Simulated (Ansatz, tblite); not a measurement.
Cost and result up the ladder for Si(vinyl)H3 (C₂H₆Si) (9 atoms). The state is a singlet with charge 0. Geometry: PBE-D4/def2-TZVP.

| atom | x (Å) | y (Å) | z (Å) |
| --- | --- | --- | --- |
| Si1 | -0.295 | 0.592 | -1.113 |
| C2 | 0.253 | 0.246 | 0.639 |
| C3 | 0.265 | -0.979 | 1.182 |
| H4 | 0.581 | 1.090 | 1.259 |
| H5 | -0.050 | -1.861 | 0.618 |
| H6 | 0.589 | -1.158 | 2.212 |
| H7 | -0.679 | -0.695 | -1.771 |
| H8 | 0.803 | 1.242 | -1.896 |
| H9 | -1.467 | 1.524 | -1.129 |

Ansatz on 4 threads of Arm Neoverse V1 on a shared host; xTB runs through tblite on one thread. Times are rough, summed over both states, and most runs start from the orbitals of an earlier one. PBE0-D4/def2-TZVP serves as the yardstick here, not as an exact answer. The other state is a doublet.

The xTB rows come from tblite.

Raw xTB energies of ions are shifted by several eV.

```json
{"level": "GFN2-xTB", "functions": "23", "wall time": "0.008 s", "vertical IE (eV)": "13.93", "difference from PBE0-D4/def2-TZVP (eV)": "3.79"}
{"level": "GFN1-xTB", "functions": "29", "wall time": "0.009 s", "vertical IE (eV)": "15.08", "difference from PBE0-D4/def2-TZVP (eV)": "4.95"}
{"level": "PBE-D4/def2-TZVP", "functions": "135", "wall time": "2.5 s", "vertical IE (eV)": "10.04", "difference from PBE0-D4/def2-TZVP (eV)": "-0.10"}
{"level": "PBE0-D4/def2-TZVP", "functions": "135", "wall time": "2.8 s", "vertical IE (eV)": "10.14", "difference from PBE0-D4/def2-TZVP (eV)": "0.00"}
{"level": "r2SCAN-D4/def2-TZVP", "functions": "135", "wall time": "5 s", "vertical IE (eV)": "10.03", "difference from PBE0-D4/def2-TZVP (eV)": "-0.11"}
```
